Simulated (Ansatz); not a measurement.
`O=P(O)(O)O` → `O=P([O-])(O)O` + H⁺  (deprotonation)

Program: Ansatz. Geometries: PBE0-D4/def2-TZVP. ΔE: electronic, gas phase. CCSD(T)/CBS is the MP2 limit (def2-TZVPP, def2-QZVPP) plus CCSD(T) − MP2 in def2-TZVPP, frozen cores. This one scheme is used for every species, atoms too. DFT in def2-TZVPP. B3LYP here is the variant with VWN-RPA as its local correlation; programs differ in this. HSE06 is defined as in plane-wave codes. Anions take the def2 sets with diffuse functions and neutrals don't, so finite-basis rows favour the anion. Each species was taken in one conformer, which may not be the lowest.

`O=P(O)(O)O`:

Z-matrix (Å, degrees):
```
P
O 1 1.584
O 1 1.584 2 102.2
O 1 1.461 2 116.0 3 -127.2
O 1 1.584 2 102.2 3 105.6
H 2 0.963 1 111.5 3 93.5
H 3 0.963 1 111.5 2 -160.8
H 5 0.963 1 111.5 2 93.8
```

`O=P([O-])(O)O`:

```xyz
7

O    -0.348    0.047    1.683
P    -0.351    0.116    0.199
O    -1.494    0.562   -0.639
O     0.943    1.030   -0.254
O     0.100   -1.375   -0.338
H     0.684    1.440   -1.084
H     0.465   -1.820    0.432
```

```tsv
level	ΔE (eV)	difference from CCSD(T)/CBS
PBE-D4	14.31	-0.30
revPBE-D4	14.36	-0.25
BLYP-D4	14.24	-0.37
r2SCAN-D4	14.48	-0.13
PBE0-D4	14.51	-0.10
B3LYP-D4	14.41	-0.20
r2SCAN0-D4	14.58	-0.03
HSE06-D4	14.51	-0.10
BHLYP-D4	14.59	-0.02
CAM-B3LYP-D4	14.37	-0.24
ωB97X-V	14.47	-0.14
B2PLYP	14.33	-0.28
PBE-QIDH	14.49	-0.12
PBE	14.32	-0.29
revPBE	14.39	-0.22
BLYP	14.26	-0.35
r2SCAN	14.48	-0.13
PBE0	14.52	-0.09
B3LYP	14.42	-0.19
r2SCANh	14.52	-0.09
r2SCAN0	14.58	-0.03
HSE06	14.52	-0.09
BHLYP	14.60	-0.01
CAM-B3LYP	14.37	-0.24
LC-ωPBE	14.50	-0.11
RPA@PBE/def2-TZVPP	14.30	-0.31
HF/def2-SVP	13.75	-0.86
MP2/def2-SVP	12.00	-2.61
CCSD(T)/def2-SVP	12.00	-2.61
HF/def2-TZVPP	14.82	0.21
MP2/def2-TZVPP	14.19	-0.42
SCS-MP2/def2-TZVPP	14.29	-0.32
CCSD/def2-TZVPP	14.40	-0.21
CCSD(T)/def2-TZVPP	14.29	-0.32
HF/def2-QZVPP	14.88	0.27
MP2/def2-QZVPP	14.39	-0.22
SCS-MP2/def2-QZVPP	14.49	-0.12
HF/CBS(def2)	14.89	0.28
MP2/CBS(def2)	14.51	-0.10
CCSD/CBS(def2)	14.72	0.11
CCSD(T)/CBS	14.61	0
```

Largest T1 diagnostic among the species: 0.015.

From PBE to PBE0 (25 % exact exchange), in def2-TZVPP and without D4, ΔE moves by +0.20 eV. Leaving LDA and LC-ωPBE aside and taking each functional with its dispersion term where it has one, the values spread over 0.35 eV, from BLYP-D4 to BHLYP-D4. LDA lies −0.20 eV from PBE without D4. In def2-TZVPP, CCSD(T) changes the Hartree–Fock value by −0.54 eV (the triples alone add −0.12 eV) and MP2 by −0.63 eV.
